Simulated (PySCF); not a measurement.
Partial charges of `Nc1cccs1`

Species: C₄H₅NS.
SMILES with atom numbers: `[NH2:1][c:2]1[cH:3][cH:4][cH:5][s:6]1` (hydrogens: H7, H8 on N1; H9 on C3; H10 on C4; H11 on C5)

Cartesian coordinates in Å at the PBE0-D3(BJ)/def2-SVP level; atoms count from 1:
```xyz
11
C4H5NS angstrom
N      2.1337    0.0393   -0.1710
C      0.7623    0.1173   -0.0217
C     -0.1988   -0.7851   -0.4157
C     -1.5219   -0.3202   -0.1589
C     -1.5601    0.9139    0.4229
S      0.0358    1.5404    0.6597
H      2.4777   -0.9051   -0.2986
H      2.6761    0.5401    0.5229
H      0.0391   -1.7463   -0.8732
H     -2.4196   -0.8933   -0.3963
H     -2.4231    1.5001    0.7322
```

Density: PBE0/pcSseg-1 (PySCF); schemes: Mulliken, IAO, Hirshfeld and ESP-fitted. Geometry: PBE0-D3(BJ)/def2-SVP; no solvent, vibrations or thermal averaging.

Problem. Tabulate the Mulliken, IAO, Hirshfeld and ESP-fitted charges.

Solution. In e; atoms taken as equivalent share a row and are averaged (×n: the atom named and its like, n in all):

```tsv
atom	environment	Mulliken	IAO	Hirshfeld	ESP-fitted
N1	aniline-type nitrogen	-0.404	-0.505	-0.203	-0.720
C2	aromatic carbon bearing nitrogen	-0.115	-0.023	+0.022	+0.174
C3	aromatic CH carbon	-0.072	-0.261	-0.116	-0.227
C4	aromatic CH carbon	-0.058	-0.169	-0.077	-0.252
C5	aromatic CH next to a ring sulfur	-0.294	-0.345	-0.107	-0.304
S6	thiophene-type sulfur	+0.238	+0.284	+0.069	+0.021
H7/H8	N–H hydrogen	+0.192	+0.271	+0.132	+0.351
H9	aromatic hydrogen	+0.094	+0.149	+0.045	+0.174
H10	aromatic hydrogen	+0.098	+0.158	+0.053	+0.199
H11	aromatic hydrogen	+0.130	+0.169	+0.051	+0.233
```

Mean size of the charges over all atoms: ESP-fitted 0.273 e, IAO 0.237 e, Mulliken 0.172 e, Hirshfeld 0.092 e. Each set sums to the total charge, 0, to within 0.001 e. The ESP scheme fits charges at the nuclei, held to the total charge, to the electrostatic potential on points at 1.4 to 2.0 times the van der Waals radii. The Mulliken scheme gives each basis function's population to the atom it is centred on and halves the overlap population of two atoms between them.

Lowest charge. All schemes agree: Mulliken N1 (-0.404); IAO N1 (-0.505); Hirshfeld N1 (-0.203); ESP-fitted N1 (-0.720).

Highest charge. The schemes don't all agree: Mulliken S6 (+0.238); IAO S6 (+0.284); Hirshfeld H7/H8 (+0.132); ESP-fitted H7/H8 (+0.351).

Problem. How closely do the schemes follow one another over all atoms?

Solution. Correlation coefficient and root-mean-square difference: IAO with Hirshfeld 0.98, 0.165 e; Mulliken with IAO 0.96, 0.092 e; Hirshfeld with ESP-fitted 0.96, 0.222 e; IAO with ESP-fitted 0.92, 0.129 e; Mulliken with Hirshfeld 0.90, 0.114 e; Mulliken with ESP-fitted 0.85, 0.183 e.

Problem. Sum the charges by element, for elements with more than one atom.

Solution. 
| element | atoms | Mulliken | IAO | Hirshfeld | ESP-fitted |
| --- | --- | --- | --- | --- | --- |
| C | 4 | -0.539 | -0.797 | -0.279 | -0.609 |
| H | 5 | +0.706 | +1.019 | +0.413 | +1.307 |

Problem. How many electrons does the ESP-fitted scheme count on S6?

Solution. Z − q = 16 − (+0.021) ≈ 15.978.
